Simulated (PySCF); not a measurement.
Compound: C4H10N (doublet state).
Numbering: `[CH3:1][C:2]([CH3:3])[CH2:4][NH2:5]` (hydrogens: H6, H7, H8 on C1; H9, H10, H11 on C3; H12, H13 on C4; H14, H15 on N5)

Method: PySCF, PBE0-D3(BJ)/def2-SVP geometry optimisation, gas phase.

(1) Give the optimised bond lengths and angles.

Results:

(1) 
```json
{"bond": "C1–C2, C2–C3", "length (Å)": "1.488", "order": "single"}
{"bond": "C2–C4", "length (Å)": "1.496", "order": "single"}
{"bond": "C4–N5", "length (Å)": "1.451", "order": "single"}
{"bond": "C1–H6 and 3 like bonds", "length (Å)": "1.102", "order": "single"}
{"bond": "C1–H7, C3–H11", "length (Å)": "1.111", "order": "single"}
{"bond": "C4–H12, C4–H13", "length (Å)": "1.113", "order": "single"}
{"bond": "N5–H14, N5–H15", "length (Å)": "1.017", "order": "single"}
```

Bonds in one row agree within 0.01 Å and their mean is given. Orders are formal, as drawn. A selection of angles:
```json
{"angle": "C2–C1–H6", "degrees": "111.8"}
{"angle": "H6–C1–H7", "degrees": "106.2"}
{"angle": "H6–C1–H8", "degrees": "109.4"}
{"angle": "H7–C1–H8", "degrees": "107.3"}
{"angle": "C1–C2–C3", "degrees": "119.0"}
{"angle": "C1–C2–C4", "degrees": "119.0"}
{"angle": "C3–C2–C4", "degrees": "118.2"}
{"angle": "C2–C4–N5", "degrees": "112.6"}
{"angle": "C2–C4–H12", "degrees": "108.3"}
{"angle": "C2–C4–H13", "degrees": "109.1"}
{"angle": "N5–C4–H12", "degrees": "114.4"}
{"angle": "N5–C4–H13", "degrees": "107.1"}
{"angle": "H12–C4–H13", "degrees": "104.9"}
{"angle": "C4–N5–H14", "degrees": "110.1"}
{"angle": "C4–N5–H15", "degrees": "110.8"}
{"angle": "H14–N5–H15", "degrees": "107.0"}
```

Torsions: C1–C2–C4–N5 43° (synclinal). The mirror-image conformer, all signs reversed, is as good.

C2 (carbon bonded to 3 C) is almost planar (angles 119.0°, 119.0° and 118.2°, sum 356.2°, 0.17 Å off the plane of its three neighbours). N5 (nitrogen bonded to C and 2 H) is pyramidal (angles 110.8°, 110.1° and 107.0°, sum 327.9°, 0.38 Å off the plane of its three neighbours). Of the pairs four or more bonds apart, N5···H8 is among the closest relative to their van der Waals radii: 2.47 Å, 90 % of the sum of Bondi's values.

Point group: C1 (no symmetry element, even within 0.4 Å). No frequency check. ⟨S²⟩ = 0.755 (exact for a doublet: 0.75). Torsions: C1–C2–C4–N5 43°, C2–C4–N5–H 68° and -173°.
